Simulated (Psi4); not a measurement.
Reaction (SMILES): N (NH3) + H+ → [NH4+]
B3LYP-D3(BJ)/def2-TZVP geometries, fixed; electronic energies without zero-point terms; positive where energy is released.

Effect of the treatment of two-electron integrals at MP2/def2-TZVP with Psi4, against the last row, where the proton affinity is 212.08 kcal/mol. Cores are frozen.

| setting | largest shift of a total energy (mEh) | shift of the proton affinity (kcal/mol) |
|---|---|---|
| scf_type: df | 0.089 | -0.008 |
| scf_type: cd | 0.021 | 0.003 |
| scf_type: pk | 0.000 | 0.000 |

Within 0.02 kcal/mol in the proton affinity: scf_type: df; scf_type: cd. The largest shift is 0.089 mEh in a total energy and 0.008 kcal/mol in the difference.
